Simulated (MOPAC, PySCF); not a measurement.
AlCl₃, SMILES `[Cl][Al]([Cl])[Cl]`, neutral singlet in the gas phase. 

Z-matrix (Å, degrees):
```
Al
Cl 1 2.0688
Cl 1 2.0688 2 120.00
Cl 1 2.0688 2 120.00 3 180.00
```
Charge 0, multiplicity 1.

All levels are single points at this geometry (PBE0-D3(BJ)/def2-TZVP); Pople sets use spherical d functions. Orbital energies aren't observables, and empty levels follow the basis.

B3LYP/3-21G in PySCF gives dipole (D) = 0.00.

Q: Estimate the dipole (D) from each of these levels: PBE-D3(BJ)/def2-TZVP in PySCF; PBE0-D3(BJ)/def2-TZVP in PySCF; B3LYP/6-31G* in PySCF; B3LYP/LANL2DZ in PySCF; BP86/6-31G* in PySCF; HF/STO-3G in PySCF; PM6 in MOPAC; PM7 in MOPAC.

A: 
```
level                           dipole (D)
------------------------------  ----------
PBE-D3(BJ)/def2-TZVP in PySCF         0.00
PBE0-D3(BJ)/def2-TZVP in PySCF        0.00
B3LYP/6-31G* in PySCF                 0.00
B3LYP/LANL2DZ in PySCF                0.00
BP86/6-31G* in PySCF                  0.00
HF/STO-3G in PySCF                    0.00
PM6 in MOPAC                          0.00
PM7 in MOPAC                          0.00
```
